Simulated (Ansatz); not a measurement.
The input, for Ansatz 0.2.0:

```yaml
crystal:
  periodic: [false, false, false]
  atoms:
    - {symbol: Al, position_ang: [0.000000, -0.081048, 0.000000]}
    - {symbol: H, position_ang: [0.000000, 1.084792, -1.232881]}
    - {symbol: H, position_ang: [0.000000, 1.084792, 1.232880]}
basis:
  gaussian: {orbitals: "6-31++G**"}
total_charge: -1
magnetization: {spin_polarized: false}
correlation: {method: ccsd_t, electrons: outside_noble_gas}
output: {forces: true}
```

```sh
$ ansatz run in.yaml --threads 1 --pin off --events-out ev --progress --plain --max-ram 2393MiB
```

Log:

```
295 factors; integrals over basis functions are off by at most 7.1e-4 eV
mean field evaluation 1: about -6612.2224 eV, gradient 7.6e0 eV
mean field evaluation 2: about -6612.2246 eV, gradient 7.6e0 eV
mean field evaluation 4: about -6612.7222 eV, gradient 6.9e-1 eV
mean field evaluation 8: about -6612.7320 eV, gradient 2.1e-3 eV
mean field evaluation 16: about -6612.7320 eV, gradient 4.3e-6 eV
mean field -6612.73200552 eV, -243.0134189322 hartree, gradient 4.3e-6 eV, S^2 0.000000; 0 other end points of the search recorded, 0 dependent functions left out; unrestricted orbitals would lower it
mean field evaluation 32: about -6612.7844 eV, gradient 7.0e-2 eV
5 core orbitals not correlated: weight in the atoms' cores, before any rotation towards them, 1.000 or more for the frozen orbitals, at most 0.000 for the correlated occupied ones
reference -6612.73200552 eV, -243.0134189322 hartree; 3, 3 occupied and 27, 27 virtual orbitals, 295 factors
second order -1.91466279 eV of doubles, -0.00000000 eV of singles
cycle   1  -2.31552544 eV  change   -4.0e-1 eV  update   6.5e-2
cycle   2  -2.51609097 eV  change   -2.0e-1 eV  update   2.9e-2
cycle   3  -2.52171338 eV  change   -5.6e-3 eV  update   8.7e-3
cycle   4  -2.52310512 eV  change   -1.4e-3 eV  update   3.4e-3
cycle   5  -2.52325156 eV  change   -1.5e-4 eV  update   1.4e-3
cycle   6  -2.52300743 eV  change    2.4e-4 eV  update   4.6e-4
cycle   7  -2.52308828 eV  change   -8.1e-5 eV  update   1.6e-4
cycle   8  -2.52311416 eV  change   -2.6e-5 eV  update   5.3e-5
cycle   9  -2.52308828 eV  change    2.6e-5 eV  update   1.6e-5
cycle  10  -2.52309215 eV  change   -3.9e-6 eV  update   5.2e-6
cycle  11  -2.52309291 eV  change   -7.6e-7 eV  update   2.0e-6
perturbative correction -0.04952506 eV, -0.0018200124 hartree
the calculation of the forces begins
Total energy: -6615.30462349 eV, -243.1079608987 hartree
Atom 0 at     0.000000    -0.081048     0.000000 Å, force     0.000000     0.207751    -0.000000 eV/Å
Atom 1 at     0.000000     1.084792    -1.232881 Å, force    -0.000000    -0.103876     0.000695 eV/Å
Atom 2 at     0.000000     1.084792     1.232880 Å, force     0.000000    -0.103876    -0.000695 eV/Å
Dipole moment:     0.000000     0.095977    -0.000000 e Å
```

Forces (eV/Å):
```
Al   0.000  0.208  0.000
H    0.000 -0.104  0.001
H    0.000 -0.104 -0.001
```

For the same geometry and basis full CI lies 16.9 meV lower.

Ran on 1 thread of Arm Neoverse V1, shared host: 0.39 s wall, 0.08 GiB peak host memory.
